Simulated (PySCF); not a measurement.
**Phosphorus: a sound run and one with changed settings**

Sound run: P [Ne] 3s2 3p3, P⁺ [Ne] 3s2 3p2. Calculation: PySCF 2.14, in def2-TZVP (5s5p2d1f, 37 functions); no relativity, point nucleus. The sound run starts from symmetry-adapted Hartree-Fock orbitals and uses a fine grid where one is needed.

A second run was set up differently.

```csv
species,method,sound run (hartree),changed run (hartree),converged
P,UHF,-340.70986,-340.70986,yes
P,B3LYP,-341.28059,-341.28059,yes
P,TPSS,-341.28450,-341.28450,yes
P⁺,UHF,-340.34566,-340.34566,yes
P⁺,B3LYP,-340.89903,-340.89938,yes
P⁺,TPSS,-340.89848,-340.89967,yes
```

Ionisation energy of P:

```tsv
method	sound run (eV)	changed run (eV)
UHF	9.910	9.910
B3LYP	10.383	10.373
TPSS	10.504	10.472
```

Task: What was changed?
A. basis contracted for another Hamiltonian
B. angular grid far too coarse
C. level shift left on
D. too few SCF iterations

Result: B. It used 14 angular points. A coarse angular grid integrates products of high-l functions wrongly, so density functionals can shift, and the SCF can exploit the error; Hartree-Fock and MP2 need no grid.
